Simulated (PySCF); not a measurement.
## Computed properties of isobutene (C4H8), SMILES C=C(C)C

isobutene (C₄H₈), SMILES CC(C)=C. Geometry optimised at B3LYP-D3(BJ)/def2-SVP. The values are those of a single conformer. All values are computed for the isolated molecule unless a solvent is named; none is compared with measurement here.

**Structure.** The optimised structure has C2v symmetry. All 30 harmonic modes at B3LYP-D3(BJ)/def2-SVP (PySCF) are real, so it is a minimum. With heavy atoms numbered as in [CH3:1][C:2]([CH3:3])=[CH2:4], the shortest bond between them is C2–C4 at 1.340 Å and the longest C2–C3 at 1.506 Å.

**Vibrations.** The strongest infrared lines (harmonic, unscaled, degenerate partners summed) lie at 3073 cm⁻¹ (40 km/mol, H 91 %, C 9 %), 917 cm⁻¹ (37 km/mol, H 74 %, C 26 %), 3015 cm⁻¹ (35 km/mol, H 97 %). The softest mode is at 170 cm⁻¹ and the zero-point energy is 67.2 kcal/mol.

**Electronic structure.** CAM-B3LYP/def2-TZVP (PySCF) places the frontier levels at -8.35 and 1.62 eV, a gap of 9.97 eV, and gives a dipole moment of 0.56 D and a mean polarisability of 50.7 bohr³. PBE/def2-TZVP (PySCF) at the same geometry gives -5.92 and -0.54 eV, so its gap is 4.59 eV narrower. An orbital gap is neither the optical nor the fundamental gap.

**Excitations.** TDDFT-PBE0/def2-SVPD (PySCF) has S1 at 6.61 eV (188 nm, f = 0.001, dark); the most intense of the 10 singlets computed lies at 7.21 eV (f = 0.43). T1 (TDA) is at 4.25 eV. TDDFT-PBE/def2-SVPD (PySCF) puts S1 at 6.02 eV. No vertical singlet excitation falls in the visible range (under 3.1 eV).

**NMR.** GIAO shifts at HF/pcSseg-1 (PySCF) (non-relativistic, atoms alike by connectivity averaged): ¹³C from 26.1 to 153.3 ppm against TMS; ¹H from 2.1 to 5.3 ppm against TMS.

**Solvation.** SMD-ωB97X/6-31G* (PySCF) gives 1.3 kcal/mol in water, -2.3 kcal/mol in ethylethanoate, -2.5 kcal/mol in benzene (1 M in both phases, gas-phase geometry).
